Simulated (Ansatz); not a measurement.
This Ansatz (a quantum-chemistry and plane-wave program) input (CCSD(T)/cc-pwCVTZ) gives -99.81895 Eh with 57 basis functions. A basis named .json is the Basis Set Exchange file of that set (core-valence sets with the plain set on hydrogen).

Ansatz 0.2 input:
```yaml
crystal:
  periodic: [false, false, false]
  atoms:
    - {symbol: F, position_ang: [-0.00000000, -0.00000000, -0.10164744]}
    - {symbol: H, position_ang: [0.00000000, 0.00000000, 0.91482694]}
basis:
  gaussian:
    orbitals: cc-pwCVTZ.json
total_charge: 1
magnetization: {spin_polarized: true, initial_magnetization: 1}
correlation: {method: ccsd_t, frozen_orbitals: {F: 0, H: 0}}
```

Change:
```diff
- orbitals: cc-pwCVTZ.json
+ orbitals: cc-pCVDZ.json
```

Problem. What does the run give now?

Solution. -99.70902 Eh (CCSD(T)/cc-pCVDZ, 23 functions), a change of +109.93 mEh.
